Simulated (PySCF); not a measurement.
Species: dimethylphosphine, C2H7P.
SMILES with atom numbers: `[CH3:1][PH:2][CH3:3]` (hydrogens: H4, H5, H6 on C1; H7 on P2; H8, H9, H10 on C3)

Method: PBE0-D3(BJ)/def2-SVP geometry optimisation, gas phase in PySCF; density fitting, grid level 1; the optimiser is geomeTRIC in internal coordinates, started from a GFN2-xTB structure.

Step 0: E = -11466.3729 eV
```
atom  x, y, z in Å  |  force x, y, z in eV/Å
C1      1.3597    0.1851   -0.0714   -0.243  -0.136   0.357
P2      0.2157   -0.4244    1.2520    0.013   0.478   0.097
C3     -1.3779    0.1637    0.5123    0.373  -0.131   0.226
H4      2.3473   -0.2425    0.0868    0.418  -0.119   0.011
H5      1.4376    1.2688    0.0046    0.078   0.386  -0.007
H6      0.9999   -0.0824   -1.0632   -0.056  -0.053  -0.411
H7      0.1192   -1.7309    0.7504   -0.013  -0.630  -0.084
H8     -2.2083   -0.2772    1.0592   -0.376  -0.124   0.180
H9     -1.4511   -0.1021   -0.5407   -0.114  -0.054  -0.395
H10    -1.4332    1.2465    0.6163   -0.081   0.384   0.025
```

Question: Estimate the geometry and energy of step 1. (The exact step hangs on the optimiser's Hessian estimate; all steps are aligned on step 0, rigid shifts and turns removed.)

Answer: E = -11466.4080 eV, largest force 0.147 eV/Å
```
atom  x, y, z in Å  |  force x, y, z in eV/Å
C1      1.3759    0.1843   -0.0742    0.009   0.009  -0.050
P2      0.2125   -0.4173    1.2376   -0.005  -0.143  -0.034
C3     -1.3937    0.1627    0.5164   -0.031   0.009  -0.042
H4      2.3769   -0.2429    0.0927   -0.029   0.013   0.006
H5      1.4647    1.2800    0.0009    0.003  -0.033   0.005
H6      1.0432   -0.0725   -1.0927    0.029   0.017   0.022
H7      0.1246   -1.7757    0.7748    0.011   0.130   0.061
H8     -2.2329   -0.2779    1.0769    0.028   0.015  -0.007
H9     -1.5024   -0.0934   -0.5497   -0.017   0.016   0.032
H10    -1.4599    1.2573    0.6237    0.000  -0.033   0.006
```

The energy changes by -0.0351 eV. The first-order estimate −F·Δx gives -0.0744 eV and the mean of the old and new forces, exact on a quadratic surface, -0.0347 eV. The step makes an angle of 63° with the force vector and moves no atom by more than 0.053 Å.

The cost below is that of the whole optimisation. Time: 5.4 s. Hardware: one thread, x86-64 server, no GPU, shared host.
